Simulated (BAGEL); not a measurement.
# BHCl2 (SMILES [H]B(Cl)Cl): B3LYP/6-31G(d) (density fitting with qzvpp-jkfit, spherical functions)

What is the energy change on altering one bond length of BHCl2 at B3LYP/6-31G* (density fitting with qzvpp-jkfit, spherical functions)? 

The calculation is run with BAGEL 1.2.2.

1 further run of the same task is left out (set aside as unsound or not needed).

## 1. The structure to begin with

The species is BHCl2 (4 atoms), meant as a singlet with charge 0. SMILES: `[H]B(Cl)Cl`. Geometry: relaxed at GFN2-xTB.

Bond lengths: B1–Cl2 1.701 Å, B1–Cl3 1.702 Å, B1–H4 1.173 Å. Angles: Cl2–B1–Cl3 120.2°, Cl2–B1–H4 119.9°, Cl3–B1–H4 119.9°.

## 2. A single-point energy at B3LYP/6-31G(d) (density fitting with qzvpp-jkfit, spherical functions)

Contents of dft.json:

```json
{ "bagel": [

{
  "title": "molecule",
  "basis": "6-31gs.json",
  "df_basis": "qzvpp-jkfit",
  "angstrom": "true",
  "geometry": [
    { "atom": "B", "xyz": [      -0.067270,      -0.112350,       0.001160 ] },
    { "atom": "Cl", "xyz": [       1.633390,      -0.145760,       0.012580 ] },
    { "atom": "Cl", "xyz": [      -0.893540,       1.375320,      -0.017490 ] },
    { "atom": "H", "xyz": [      -0.672580,      -1.117210,       0.003750 ] }
  ]
},

{
  "title": "ks",
  "xc_func": "b3lyp"
},

{
  "title": "print",
  "file": "orbitals.molden",
  "orbitals": "true"
}

]}
```

The basis set 6-31G* is read from a file made from the Basis Set Exchange's data (not shown).

The run is started by

```sh
BAGEL_NUM_THREADS=1 BAGEL dft.json > dft.out
```

Standard output:

```text
* using 1 threads per process

  ===============================================================
  ===============================================================

  *** Geometry ***

  { "atom" : "B", "xyz" : [     -0.127122,     -0.212311,      0.002192 ] },
  { "atom" : "Cl", "xyz" : [      3.086660,     -0.275446,      0.023773 ] },
  { "atom" : "Cl", "xyz" : [     -1.688546,      2.598978,     -0.033051 ] },
  { "atom" : "H", "xyz" : [     -1.270992,     -2.111221,      0.007086 ] },

  Number of auxiliary basis functions:      349

  Since a DF basis is specified, we compute 2- and 3-index integrals:
    o Being stored without compression. Storage requirement is 0.008 GB

  Number of basis functions:       52
  Number of electrons      :       40

    * METHOD: MOLECULE                             0.17

  *** Kohn-Sham DFT ***

    * Removing 6225 points whose weight is below 1.00e-10
    * Grid points: 53399

  === Nuclear Repulsion ===
   114.1678531993

       - DIIS with orbital gradients will be used.

  === KS iteration (b3lyp / 6-31gs.json) ===
      0       -935.04191666          0.12739021           0.18
      1       -934.84995326          0.15677037           0.14
      2       -940.09832696          0.09962644           0.14
      3       -945.58812385          0.03642889           0.14
      4       -945.85156196          0.01584337           0.15
      5       -945.89622320          0.00695011           0.16
      6       -945.91015348          0.00126077           0.16
      7       -945.91042490          0.00033789           0.20
      8       -945.91048394          0.00003440           0.20
      9       -945.91048407          0.00002709           0.19
     10       -945.91048445          0.00000241           0.19
     11       -945.91048445          0.00000059           0.22
     12       -945.91048445          0.00000017           0.19
     13       -945.91048445          0.00000005           0.19
     14       -945.91048445          0.00000003           0.19
     15       -945.91048445          0.00000000           0.19
    * SCF iteration converged.

    * Permanent dipole moment:
           (    0.092683,     0.157292,    -0.001184) a.u.

    * METHOD: KS                                   3.09

    * METHOD: PRINT                                0.01

  ===============================================================
```

It took 3.6 s on 1 thread of Intel Xeon Platinum 8259CL at 2.50GHz (Skylake/Cascade Lake), shared host; peak memory 0.17 GiB.

## 3. The distorted shape, same level

Contents of job.json:

```json
{ "bagel" : [

{
  "title" : "molecule",
  "basis" : "6-31gs.json",
  "df_basis" : "qzvpp-jkfit",
  "angstrom" : true,
  "geometry" : [
    { "atom" : "B", "xyz" : [    0.023548,    0.038414,    0.000771 ] },
    { "atom" : "Cl", "xyz" : [    1.724208,    0.005004,    0.012191 ] },
    { "atom" : "Cl", "xyz" : [   -0.802722,    1.526084,   -0.017879 ] },
    { "atom" : "H", "xyz" : [   -0.672580,   -1.117210,    0.003750 ] }
  ]
},
{ "title" : "ks", "xc_func" : "b3lyp" },
{ "title" : "print", "file" : "orbitals.molden", "orbitals" : true }

]}
```

The basis set 6-31G* is read from a file made from the Basis Set Exchange's data (not shown).

The run is started by

```sh
BAGEL_NUM_THREADS=1 BAGEL job.json > job.out
```

Standard output:

```text
* using 1 threads per process

  ===============================================================
  ===============================================================

  *** Geometry ***

  { "atom" : "B", "xyz" : [      0.044499,      0.072592,      0.001457 ] },
  { "atom" : "Cl", "xyz" : [      3.258281,      0.009456,      0.023038 ] },
  { "atom" : "Cl", "xyz" : [     -1.516925,      2.883881,     -0.033786 ] },
  { "atom" : "H", "xyz" : [     -1.270992,     -2.111221,      0.007086 ] },

  Number of auxiliary basis functions:      349

  Since a DF basis is specified, we compute 2- and 3-index integrals:
    o Being stored without compression. Storage requirement is 0.008 GB

  Number of basis functions:       52
  Number of electrons      :       40

    * METHOD: MOLECULE                             0.13

  *** Kohn-Sham DFT ***

    * Removing 6059 points whose weight is below 1.00e-10
    * Grid points: 53565

  === Nuclear Repulsion ===
   113.4817790024

       - DIIS with orbital gradients will be used.

  === KS iteration (b3lyp / 6-31gs.json) ===
      0       -935.13112364          0.12685284           0.18
      1       -935.04338202          0.14311826           0.17
      2       -940.32934002          0.09880300           0.16
      3       -945.76876903          0.02445075           0.16
      4       -945.86918343          0.01130369           0.15
      5       -945.89510185          0.00453652           0.22
      6       -945.90099417          0.00103731           0.14
      7       -945.90119050          0.00025240           0.13
      8       -945.90122553          0.00002165           0.14
      9       -945.90122565          0.00000597           0.13
     10       -945.90122567          0.00000107           0.17
     11       -945.90122567          0.00000064           0.16
     12       -945.90122567          0.00000006           0.14
     13       -945.90122567          0.00000002           0.15
     14       -945.90122567          0.00000001           0.14
    * SCF iteration converged.

    * Permanent dipole moment:
           (    0.045486,     0.078878,    -0.000874) a.u.

    * METHOD: KS                                   2.57

    * METHOD: PRINT                                0.01

  ===============================================================
```

Wall time 3 s (1 thread of Intel Xeon Platinum 8259CL at 2.50GHz (Skylake/Cascade Lake), shared host); peak memory 0.17 GiB.

## 4. What came out

Level: B3LYP/6-31G* (density fitting with qzvpp-jkfit, spherical functions).

| quantity | value |
| --- | --- |
| first shape: total energy | -945.91048 Eh |
| first shape: dipole moment | 0.46 D |
| first shape: HOMO energy | -8.91 eV |
| first shape: LUMO energy | -1.62 eV |
| first shape: HOMO–LUMO gap | 7.29 eV |
| distorted shape: total energy | -945.90123 Eh |
| distorted shape: dipole moment | 0.23 D |
| distorted shape: HOMO energy | -8.73 eV |
| distorted shape: LUMO energy | -1.65 eV |
| distorted shape: HOMO–LUMO gap | 7.08 eV |
| energy change with the B1–H4 bond stretched from 1.173 to 1.349 Å | 0.252 eV |

In words: With the B1–H4 bond stretched from 1.173 to 1.349 Å the energy rises by 0.25 eV (5.8 kcal/mol). The first shape isn't relaxed at this level, so the change isn't measured from a minimum.
